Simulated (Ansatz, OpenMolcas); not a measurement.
## HNO3 (peroxynitrous acid): the vertical ionisation energy from total energies

The species is HNO3 (5 atoms), meant as a singlet with charge 0. As SMILES, `O=NOO`. The shape is that of a PBE0-D4/def2-TZVP optimisation. This is one conformer, not always the lowest.

Both states at this one shape; open shells run unrestricted unless said. 1 Eh = 27.2114 eV.

```tsv
level	program	singlet HNO3 (Eh)	doublet [HNO3]+ (Eh)	HOMO of the first (eV)
HF/6-311+G**	Ansatz	-279.475101	-279.066882	-13.61
revPBE/6-311+G**	Ansatz	-280.868669	-280.442392	-7.53
B3LYP/6-31G* (spherical functions)	Ansatz	-280.824043	-280.393766	-8.44
M06-2X/6-311+G**	OpenMolcas	-280.807935	-280.347166	-10.91
```

Q: Work out the vertical ionisation energy at each level.

A: 
1. HF/6-311+G**: -279.066882 − (-279.475101) = 0.408219 Eh = 11.11 eV; −ε(HOMO) = 13.61 eV.
2. revPBE/6-311+G**: -280.442392 − (-280.868669) = 0.426277 Eh = 11.60 eV; −ε(HOMO) = 7.53 eV.
3. B3LYP/6-31G* (spherical functions): -280.393766 − (-280.824043) = 0.430277 Eh = 11.71 eV; −ε(HOMO) = 8.44 eV.
4. M06-2X/6-311+G**: -280.347166 − (-280.807935) = 0.460769 Eh = 12.54 eV; −ε(HOMO) = 10.91 eV.

No measured value is set beside it here; the levels span 11.11 to 12.54 eV. In Hartree–Fock, −ε(HOMO) (Koopmans) exceeds the difference of totals by the orbital relaxation of the ion. In semi-local functionals −ε(HOMO) lies far under the ionisation energy, a result of self-interaction, while the difference of totals does much better. Hartree–Fock favours the state with fewer electron pairs, since it lacks pair correlation. The second state is spin-contaminated at HF/6-311+G** (⟨S²⟩ = 0.99).
